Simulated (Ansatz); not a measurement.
Rutile SnO2, treated with G0W0@PBE (Ansatz, a program for electronic structure, hard PAW, contour deformation).

The cell has the measured lattice parameters. Conventional cell: a = 4.7374 Å, b = 4.7374 Å, c = 3.1864 Å, α = 90.00°, β = 90.00°, γ = 90.00°.

The quasiparticle gap at Γ at a fixed k mesh 2×2×2:

```tsv
response cutoff	value (eV)
150 eV, 548 empty bands	2.494
200 eV, 844 empty bands	2.552
250 eV, 1179 empty bands	2.582
300 eV, 1550 empty bands	2.600
```

**Question.** Taking the value to converge with the response cutoff E as E^(−3/2), extrapolate from the last two rows.

**Answer.** With y = y∞ + c/w and weights w = 3953 and 5196 for the last two rows, y∞ = (w2 y2 − w1 y1)/(w2 − w1) = (5196 × 2.600 − 3953 × 2.582)/1243 = 2.657 eV, which lies 0.057 beyond the last row. Successive pairs of rows give 2.660, 2.657, 2.657. The limit also hangs on the law assumed, so its last digits aren't firm.

The other settings are not extrapolated, so this is the limit in one setting alone.

Spin–orbit coupling is not included.

Note: filled d or f shells below the valence bands can shift G0W0 gaps through exchange with them, which wasn't tested here.
